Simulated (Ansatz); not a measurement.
**AlPH (quartet): RPA-PBE over vertical spin and charge gaps, cc-pVDZ**

How well do these functionals follow the top wave-function level for AlPH (quartet) over vertical spin and charge gaps?

Computed with Ansatz 0.2.0, Gaussian basis. Level: cc-pVDZ, all electrons in the functionals, frozen cores in the correlation of double hybrids and RPA.

The runs, in order: RPA-PBE, at charge 0, quartet; charge 0, doublet; charge 0, sextet; charge 1, triplet; charge 1, quintet.

16 further runs of the same task are left out: 11 for a known fault of the program, 5 set aside as unsound or not needed.

## 1. The system

The geometry is a PBE0/def2-TZVP stationary point (not a proven minimum).

3 atoms, charge 0, spin multiplicity 4.

Atoms are counted from 1 here; the program's logs count them from 0.

Bond lengths: Al1–P2 2.392 Å, P2–H3 1.430 Å. Angles: Al1–P2–H3 98.4°.

As a file:

```xyz
3
AlHP
Al    0.0000    0.0348    1.3006
P     0.0000   -0.0736   -1.0887
H     0.0000    1.3304   -1.3605
```

No dispersion term is added.

The geometry shown and the zero of energy belong to the point charge 0, quartet. The yardstick, UCCSDTQ, and other wave-function levels (R restricted, U unrestricted, valence and pair active spaces) come from earlier runs.

## 2. RPA-PBE, charge 0, quartet

Contents of in.yaml:

```yaml
crystal:
  periodic: [false, false, false]
  atoms:
    - {symbol: Al, position_ang: [0.000000, 0.034843, 1.300562]}
    - {symbol: P, position_ang: [0.000000, -0.073644, -1.088657]}
    - {symbol: H, position_ang: [0.000000, 1.330368, -1.360548]}
basis:
  gaussian: {orbitals: cc-pVDZ}
magnetization: {spin_polarized: true, initial_magnetization: 3}
hamiltonian: {xc: {name: PBE}}
correlation: {method: rpa, electrons: outside_noble_gas}
```

On the command line:

```bash
$ ansatz run in.yaml --threads 1 --pin off --events-out ev --progress --plain --max-ram 4096MiB --backend cpu
```

The program printed:

```text
Functional definition: PBE
  name "PBE"
  cite "Perdew, Burke & Ernzerhof, Phys. Rev. Lett. 77, 3865 (1996) doi:10.1103/PhysRevLett.77.3865"
  parent pbe
  parameter kappa = 0.804
  parameter beta = 0.06672455060314922
  exchange = pbe_x(kappa = kappa, mu = beta*pi^2/3)
  correlation = pbe_c(beta = beta)
420 factors; integrals over basis functions are off by at most 9.3e-4 eV
mean field evaluation 1: about -15889.8262 eV, gradient 8.2e0 eV
mean field evaluation 2: about -15889.8236 eV, gradient 8.2e0 eV
mean field evaluation 4: about -15890.3942 eV, gradient 3.6e0 eV
mean field evaluation 8: about -15890.5331 eV, gradient 5.2e-2 eV
mean field evaluation 16: about -15890.5332 eV, gradient 9.9e-6 eV
mean field evaluation 32: about -15890.3947 eV, gradient 5.5e-1 eV
mean field -15890.53315049 eV, -583.9663222902 hartree, gradient 2.6e-6 eV, S^2 3.754775; 6 other end points of the search recorded, 0 dependent functions left out
10 core orbitals not correlated: weight in the atoms' cores, before any rotation towards them, 1.000 or more for the frozen orbitals, at most 0.000 for the correlated occupied ones
reference -15868.12928816 eV, -583.1429955356 hartree; 6, 3 occupied and 25, 28 virtual orbitals, 420 factors
Total energy: -15875.56556193 eV, -583.4162735559 hartree
```

Run time: 2.5 s. Hardware: 1 thread of AMD EPYC 7R13, shared host.

From the report: ⟨S²⟩ of the determinant 3.755 (pure quartet: 3.75).

## 3. RPA-PBE, charge 0, doublet

in.yaml, as its differences from that of step 2:

```diff
@@ -8,3 +8,3 @@
   gaussian: {orbitals: cc-pVDZ}
-magnetization: {spin_polarized: true, initial_magnetization: 3}
+magnetization: {spin_polarized: true, initial_magnetization: 1}
 hamiltonian: {xc: {name: PBE}}
```

Same command.

The program printed, cut to the lines that bear on the results:

```text
Functional definition: PBE
  name "PBE"
  cite "Perdew, Burke & Ernzerhof, Phys. Rev. Lett. 77, 3865 (1996) doi:10.1103/PhysRevLett.77.3865"
  parent pbe
[...]
420 factors; integrals over basis functions are off by at most 9.3e-4 eV
[...]
mean field -15892.18190420 eV, -584.0269128717 hartree, gradient 2.7e-6 eV, S^2 0.764616; 14 other end points of the search recorded, 0 dependent functions left out
10 core orbitals not correlated: weight in the atoms' cores, before any rotation towards them, 1.000 or more for the frozen orbitals, at most 0.000 for the correlated occupied ones
reference -15868.91381758 eV, -583.1718264598 hartree; 5, 4 occupied and 26, 27 virtual orbitals, 420 factors
Total energy: -15877.22691875 eV, -583.4773272930 hartree
```

Wall time 8.5 s (1 thread of AMD EPYC 7R13, shared host).

From the report: ⟨S²⟩ of the determinant 0.765 (pure doublet: 0.75).

From charge 0, quartet: -160.3 kJ/mol.

## 4. RPA-PBE, charge 0, sextet

in.yaml, as its differences from that of step 3:

```diff
@@ -8,3 +8,3 @@
   gaussian: {orbitals: cc-pVDZ}
-magnetization: {spin_polarized: true, initial_magnetization: 1}
+magnetization: {spin_polarized: true, initial_magnetization: 5}
 hamiltonian: {xc: {name: PBE}}
```

Launched as before.

The program printed, cut to the lines that bear on the results:

```text
Functional definition: PBE
  name "PBE"
  cite "Perdew, Burke & Ernzerhof, Phys. Rev. Lett. 77, 3865 (1996) doi:10.1103/PhysRevLett.77.3865"
  parent pbe
[...]
420 factors; integrals over basis functions are off by at most 9.3e-4 eV
[...]
mean field -15886.23752557 eV, -583.8084609863 hartree, gradient 2.6e-6 eV, S^2 8.753238; 4 other end points of the search recorded, 0 dependent functions left out
10 core orbitals not correlated: weight in the atoms' cores, before any rotation towards them, 1.000 or more for the frozen orbitals, at most 0.000 for the correlated occupied ones
reference -15865.14775140 eV, -583.0334260804 hartree; 7, 2 occupied and 24, 29 virtual orbitals, 420 factors
Total energy: -15871.43496190 eV, -583.2644768048 hartree
```

Wall time 2.4 s (1 thread of AMD EPYC 7R13, shared host).

From the report: ⟨S²⟩ of the determinant 8.753 (pure sextet: 8.75).

From charge 0, quartet: +398.5 kJ/mol.

## 5. RPA-PBE, charge 1, triplet

in.yaml, as its differences from that of step 4:

```diff
@@ -8,3 +8,4 @@
   gaussian: {orbitals: cc-pVDZ}
-magnetization: {spin_polarized: true, initial_magnetization: 5}
+total_charge: 1
+magnetization: {spin_polarized: true, initial_magnetization: 2}
 hamiltonian: {xc: {name: PBE}}
```

Same command.

The program printed, cut to the lines that bear on the results:

```text
Functional definition: PBE
  name "PBE"
  cite "Perdew, Burke & Ernzerhof, Phys. Rev. Lett. 77, 3865 (1996) doi:10.1103/PhysRevLett.77.3865"
  parent pbe
[...]
420 factors; integrals over basis functions are off by at most 9.3e-4 eV
[...]
mean field -15884.60688283 eV, -583.7485359708 hartree, gradient 5.8e-7 eV, S^2 2.008738; 1 other end points of the search recorded, 0 dependent functions left out
10 core orbitals not correlated: weight in the atoms' cores, before any rotation towards them, 1.000 or more for the frozen orbitals, at most 0.000 for the correlated occupied ones
reference -15862.62773752 eV, -582.9408172787 hartree; 5, 3 occupied and 26, 28 virtual orbitals, 420 factors
Total energy: -15869.69296087 eV, -583.2004594477 hartree
```

Run time: 1.3 s. Hardware: 1 thread of AMD EPYC 7R13, shared host.

From the report: ⟨S²⟩ of the determinant 2.009 (pure triplet: 2.00).

From charge 0, quartet: +566.6 kJ/mol.

## 6. RPA-PBE, charge 1, quintet

in.yaml, as its differences from that of step 5:

```diff
@@ -9,3 +9,3 @@
 total_charge: 1
-magnetization: {spin_polarized: true, initial_magnetization: 2}
+magnetization: {spin_polarized: true, initial_magnetization: 4}
 hamiltonian: {xc: {name: PBE}}
```

Same command.

The program printed, cut to the lines that bear on the results:

```text
Functional definition: PBE
  name "PBE"
  cite "Perdew, Burke & Ernzerhof, Phys. Rev. Lett. 77, 3865 (1996) doi:10.1103/PhysRevLett.77.3865"
  parent pbe
[...]
420 factors; integrals over basis functions are off by at most 9.3e-4 eV
[...]
mean field -15880.45020103 eV, -583.5957807319 hartree, gradient 2.6e-6 eV, S^2 6.002574; 7 other end points of the search recorded, 0 dependent functions left out
10 core orbitals not correlated: weight in the atoms' cores, before any rotation towards them, 1.000 or more for the frozen orbitals, at most 0.000 for the correlated occupied ones
reference -15859.54697045 eV, -582.8276011771 hartree; 6, 2 occupied and 25, 29 virtual orbitals, 420 factors
Total energy: -15865.64063278 eV, -583.0515391374 hartree
```

Run time: 2.9 s. Hardware: 1 thread of AMD EPYC 7R13, shared host.

From the report: ⟨S²⟩ of the determinant 6.003 (pure quintet: 6.00).

From charge 0, quartet: +957.6 kJ/mol.

## 7. Against the wave-function levels

The yardstick is UCCSDTQ, where the cluster series has nearly closed. It comes from earlier runs at the same points. Energies in kJ/mol, counted from charge 0, quartet; blanks weren't run or aren't comparable.

| level | quartet to doublet | quartet to sextet | ionisation to the triplet cation | ionisation to the quintet cation |
| --- | --- | --- | --- | --- |
| UCCSDTQ | -161.2 | 379.9 | 553.0 | 936.2 |
| RPA-PBE | -160.3 | 398.5 | 566.6 | 957.6 |

Largest miss and mean time a point (UCCSDTQ took 67 s a point; shared hosts):

| level | largest miss (kJ/mol) | where | time a point |
| --- | --- | --- | --- |
| RPA-PBE | +21.4 | ionisation to the quintet cation | 3.5 s |

## 8. Summary of results

```
                                 quantity                                            value
              quartet to doublet, UCCSDTQ                                    -161.2 kJ/mol
               quartet to sextet, UCCSDTQ                                     379.9 kJ/mol
ionisation to the triplet cation, UCCSDTQ                                     553.0 kJ/mol
ionisation to the quintet cation, UCCSDTQ                                     936.2 kJ/mol
                    largest miss, RPA-PBE  +21.4 kJ/mol (ionisation to the quintet cation)
```

What this shows: RPA-PBE strays by up to 21.4 kJ/mol, at ionisation to the quintet cation. Functionals and the yardstick converge differently with the basis, so part of each miss in cc-pVDZ is the basis.
